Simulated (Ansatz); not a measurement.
# BNH2Cl (SMILES N[B]Cl) at UB2PLYP/def2-TZVP

What is the vertical ionisation energy of BNH2Cl at UB2PLYP/def2-TZVP? 

The calculation is run with Ansatz 0.2.0.

61 further runs of the same task are left out: 61 set aside as unsound or not needed.

## (1) Starting point

BNH2Cl has 5 atoms, charge 0, and is taken as a doublet. SMILES: `N[B]Cl`. Geometry: relaxed at PBE0-D4/def2-TZVP. This is one conformer, not always the lowest.

Bond lengths: N1–B2 1.376 Å, B2–Cl3 1.746 Å, N1–H4 1.005 Å, N1–H5 1.010 Å. Angles: N1–B2–Cl3 124.3°, B2–N1–H4 122.3°, B2–N1–H5 123.4°, H4–N1–H5 114.3°.

## (2) A single-point energy at UB2PLYP/def2-TZVP

The input, input.yaml:

```yaml
crystal:
  periodic: [false, false, false]
  atoms:
    - symbol: "N"
      position_ang: [-0.334000, 0.412100, -0.256700]
    - symbol: B
      position_ang: [-0.098400, -0.544600, 0.704400]
    - symbol: Cl
      position_ang: [1.343200, -1.526200, 0.784600]
    - symbol: H
      position_ang: [-1.176700, 0.959900, -0.273100]
    - symbol: H
      position_ang: [0.315800, 0.625100, -1.000600]
basis:
  gaussian:
    orbitals: def2-TZVP
magnetization:
  spin_polarized: true
  initial_magnetization: 1
hamiltonian:
  xc: {name: B2PLYP}
correlation:
  frozen_orbitals: {B: 1, Cl: 5, H: 0, "N": 1}
accuracy: high
output: {orbitals: {seedname: orbitals}}
```

Launch:

```
$ ansatz run input.yaml --threads 1 --pin off --max-ram 3480MiB --events-out events.jsonl --progress --plain --runs-dir runs
```

Output:

```text
Warning: RAYON_NUM_THREADS=1 ignored (pool sized by the plan → 1); use --threads N
Functional definition: B2PLYP
  name "B2PLYP"
  parameter a = 0.53
  parameter c = 0.27
  exchange = (1 - a)*b88_x + a*exact_x
  correlation = (1 - c)*lyp_c + c*(mp2_os + mp2_ss)
1844 factors; integrals over basis functions are off by at most 3.6e-9 eV
mean field evaluation 1: about -14709.2083 eV, gradient 3.3e1 eV
mean field evaluation 2: about -14709.2876 eV, gradient 3.3e1 eV
mean field evaluation 4: about -14713.3872 eV, gradient 2.6e0 eV
mean field evaluation 8: about -14713.4408 eV, gradient 1.1e-1 eV
mean field evaluation 16: about -14713.4410 eV, gradient 3.1e-4 eV
mean field -14713.44100990 eV, -540.7089839853 hartree, gradient 6.6e-8 eV, S^2 0.753706; 0 other end points of the search recorded, 0 dependent functions left out
7 core orbitals not correlated: weight in the atoms' cores, before any rotation towards them, 1.000 or more for the frozen orbitals, at most 0.000 for the correlated occupied ones
reference -14713.44103106 eV, -540.7089847630 hartree; 9, 8 occupied and 95, 96 virtual orbitals, 1844 factors
second order -15.46056487 eV of doubles, -0.00000000 eV of singles
Total energy: -14717.61538358 eV, -540.8623893884 hartree
```

It took 11 s on 1 thread of Arm Neoverse V2, shared host; peak memory 0.38 GiB.

## (3) The singlet cation, same level

The input, run.yaml:

```yaml
crystal:
  periodic: [false, false, false]
  atoms:
    - {symbol: N, position_ang: [-0.334000, 0.412100, -0.256700]}
    - {symbol: B, position_ang: [-0.098400, -0.544600, 0.704400]}
    - {symbol: Cl, position_ang: [1.343200, -1.526200, 0.784600]}
    - {symbol: H, position_ang: [-1.176700, 0.959900, -0.273100]}
    - {symbol: H, position_ang: [0.315800, 0.625100, -1.000600]}
basis:
  gaussian:
    orbitals: def2-TZVP
total_charge: 1
correlation:
  frozen_orbitals: {B: 1, Cl: 5, H: 0, "N": 1}
output:
  orbitals: {seedname: orbitals}
hamiltonian:
  xc: {name: B2PLYP}
accuracy: high
```

Launch:

```
$ ansatz run run.yaml --threads 1 --pin off --max-ram 3480MiB --events-out events.jsonl --progress --plain --runs-dir runs
```

Output (excerpt; [...] marks lines left out):

```text
Warning: RAYON_NUM_THREADS=1 ignored (pool sized by the plan → 1); use --threads N
[... 2 set-up lines as earlier in the session ...]
[...]
1844 factors; integrals over basis functions are off by at most 3.6e-9 eV
[...]
mean field -14705.16782741 eV, -540.4049501367 hartree, gradient 4.4e-8 eV, S^2 0.000000; 0 other end points of the search recorded, 0 dependent functions left out
7 core orbitals not correlated: weight in the atoms' cores, before any rotation towards them, 1.000 or more for the frozen orbitals, at most 0.000 for the correlated occupied ones
reference -14705.16784802 eV, -540.4049508939 hartree; 8, 8 occupied and 96, 96 virtual orbitals, 1844 factors
second order -15.61307875 eV of doubles, -0.00000000 eV of singles
Total energy: -14709.38337928 eV, -540.5598688103 hartree
```

Run time: 7.5 s. Hardware: 1 thread of Arm Neoverse V2, shared host; peak memory 0.28 GiB.

## (4) Summary of results

Level: UB2PLYP/def2-TZVP, 7 core orbitals frozen.

```
                                                                quantity          value
                                            doublet BNH2Cl: total energy  -540.86239 Eh
doublet BNH2Cl: HOMO energy (SCF part's orbitals) (highest over α and β)       -7.08 eV
 doublet BNH2Cl: LUMO energy (SCF part's orbitals) (lowest over α and β)       -0.17 eV
                                                    doublet BNH2Cl: ⟨S²⟩          0.754
                                            singlet cation: total energy  -540.55987 Eh
                       singlet cation: HOMO energy (SCF part's orbitals)      -16.54 eV
                       singlet cation: LUMO energy (SCF part's orbitals)       -9.24 eV
                     singlet cation: HOMO–LUMO gap (SCF part's orbitals)        7.29 eV
                      vertical ionisation energy (to the singlet cation)       8.232 eV
```

**Reading.** Removing an electron at fixed nuclei costs 8.23 eV (190 kcal/mol). Only the singlet of the ionised species was computed; a triplet could lie lower.
